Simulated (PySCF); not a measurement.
**Al₂: energy against distance**

Set-up: PySCF, no relativity, basis sets Al def2-SVPD. Energies in eV from Al + Al in their ground configurations at the same level. All curves are PBE0. state 1: triplet, unpaired electrons σ ↑, π ↑; state 2: triplet, unpaired electrons π ↑↑, a second solution, started from another occupation; state 3: Ms = 0 determinant of mixed spin (⟨S²⟩ near 1.0), unpaired electrons σ ↓, π ↑, a second solution, started from another occupation; state 4: Ms = 0 determinant of mixed spin (⟨S²⟩ near 1.0), unpaired electrons π ↑↓, a mixture of terms (⟨Lz²⟩ = 2.0), a second solution, started from another occupation.

```tsv
R (Å)	state 1	state 2	state 3	state 4
2.356	-1.128	-1.426	-1.046	-1.243
2.465	-1.359	-1.483	-1.276	-1.307
2.575	-1.486	-1.462	-1.398	-1.292
2.657	-1.529	-1.412	-1.438	-1.247
2.739	-1.540	-1.343	-1.445	-1.182
2.821	-1.527	-1.259	-1.426	-1.103
2.931	-1.481	-1.136	-1.373	-0.985
3.068	-1.393	-0.974	-1.276	-0.829
3.232	-1.264	-0.779	-1.137	-0.642
3.451	-1.074	-0.537	-0.938	-0.408
```

Task: Put a parabola through the three lowest points of the state 1 curve and estimate Re, k and ωe (reduced mass 13.49 u; 1 eV/Å² = 0.16022 mdyn/Å; ωe = 1302.8·√(k/μ) cm⁻¹).

Result: Through R = 2.657, 2.739, 2.821 Å the second-order coefficient is 1.78 eV/Å², so Re ≈ 2.736 Å, k ≈ 0.572 mdyn/Å and ωe ≈ 268 cm⁻¹. A polynomial fit of higher order to the unrounded PBE0 energies gives Re = 2.731 Å, k = 0.601 mdyn/Å, ωe = 275 cm⁻¹; anharmonicity and rounding make the difference.

The higher-order fit for each curve: state 1: Re = 2.731 Å, ωe = 275 cm⁻¹, De = 1.54 eV; state 2: Re = 2.484 Å, ωe = 346 cm⁻¹, minimum 1.48 eV below the ground-state fragments; state 3: Re = 2.716 Å, ωe = 285 cm⁻¹, minimum 1.45 eV below the ground-state fragments; state 4: Re = 2.494 Å, ωe = 340 cm⁻¹, minimum 1.31 eV below the ground-state fragments.

Closed-shell solutions of metal pairs were not tested for spin polarisation, which can lower them a little. The state is the lowest determinant that a PBE0 search found; another state may lie lower at other levels.
